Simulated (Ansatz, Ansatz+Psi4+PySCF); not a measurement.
```yaml
atoms:
  - { symbol: B, position_ang: [0.0000, 0.0000, 0.0000] }
  - { symbol: N, position_ang: [0.0000, 0.0000, 1.4580] }
```

Basis set: cc-pVTZ (spherical functions). Correlated methods keep 2 orbitals frozen. Correlation on ROHF uses semicanonical orbitals with singles. Charge 0, multiplicity 3.

Computed with Ansatz (development build ahead of 0.2.0); the reference of a correlated method needn't be the lowest determinant of its kind.

Give the atomization energy at this shape (free ground-state atoms in the same class of orbitals less the molecule, no zero-point energy) of triplet BN by ROHF-CCSD(T), ROHF-CCSD, UHF-CCSD(T).

```tsv
method	atomization energy
ROHF-CCSD(T)	90.19 kcal/mol
ROHF-CCSD	82.28 kcal/mol
UHF-CCSD(T)	89.36 kcal/mol
```

Caution: another spin multiplicity may lie lower; the reference determinant was not shown to be the lowest; the shape is not the minimum. Caution for ROHF-CCSD(T), ROHF-CCSD: large share of triples, a single reference is doubtful. Caution for UHF-CCSD(T): the unrestricted determinant is spin contaminated.
